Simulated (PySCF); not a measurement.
Isomers of C4H7ClO, one GFN2-xTB conformer each. Single-point energies are computed at PBE0/pcSseg-1 (PySCF, gas phase, no added dispersion term), electronic only.

Task: Rank them by PBE0/pcSseg-1 energy, lowest first (kJ/mol).
A. `[CH3:1][O:2][CH2:3]/[CH:4]=[CH:5]/[Cl:6]` with C1–O2–C3–C4 180°, O2–C3–C4–C5 0°
B. `[CH3:1][O:2]/[C:3]([CH3:4])=[CH:5]/[Cl:6]` with C1–O2–C3–C4 179°

Result: B (0.0), A (29.7).

GFN2-xTB itself gives, in the same order: 0.0, 46.0. Both levels put the same isomer lowest.

Task: Which frontier levels, dipoles and rotational constants go with these structures?

Result: 
```csv
SMILES,"HOMO (eV, PBE0/pcSseg-1)",LUMO (eV),dipole (D),"A, B, C (MHz)"
CO/C(C)=C/Cl,-6.42,0.73,2.04,"5541, 1665, 1301"
COC/C=C/Cl,-7.10,0.17,3.09,"12352, 1017, 950.9"
```
